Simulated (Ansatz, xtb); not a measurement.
Relaxing a trial structure of H4OPSi−

The starting geometry of this gas-phase singlet has its atoms placed at random.

```yaml
atoms:
  - { symbol: O, position_ang: [1.0879, -1.5750, -0.9377] }
  - { symbol: P, position_ang: [-0.6283, 0.0745, -1.6685] }
  - { symbol: Si, position_ang: [0.2128, -0.3784, -0.0254] }
  - { symbol: H, position_ang: [-0.0842, -2.0540, -0.4305] }
  - { symbol: H, position_ang: [0.3894, 0.9924, -0.7080] }
  - { symbol: H, position_ang: [-0.8935, -1.6031, 0.4790] }
  - { symbol: H, position_ang: [-1.5495, 1.3236, -0.6322] }
```

Guess where an optimisation with r2SCAN-D4/def2-SVPD ends from this start.

It ends as `O[SiH-]P`. Distances that change by over a tenth: P2–Si3 (1.90 → 2.39 Å), P2–H5 (1.67 → 1.44 Å). Contacts that open: Si3–H4 (1.75 → 2.31 Å), Si3–H5 (1.54 → 3.03 Å). Contacts that close: O1–H4 (1.36 → 0.96 Å), P2–H7 (1.87 → 1.43 Å).

The energy falls by 6.14 eV over 17 steps:

```csv
step,E − E(last) (eV)
1,6.142
3,2.448
5,1.096
6,0.658
8,0.192
10,0.061
12,0.002
13,0.000
15,0.000
17,0.000
```

Final geometry (Å):

```xyz
7

O     1.0031   -2.0635   -0.3915
P    -0.5991    0.4594   -1.4130
Si    0.2604   -0.7117    0.4903
H     0.4283   -2.3914   -1.0937
H     0.2592    1.6112   -1.4512
H    -1.1817   -1.2935    0.6581
H    -1.6356    1.1696   -0.7222
```

From the same start GFN2-xTB reaches the same bonding as this run.

From so rough a start the end depends on the optimiser's path, so another program may land elsewhere. No frequencies were run, so the end isn't proven a minimum. Run with Ansatz 0.2.0, 32 s on 2 threads of Arm Neoverse V1 (shared host).
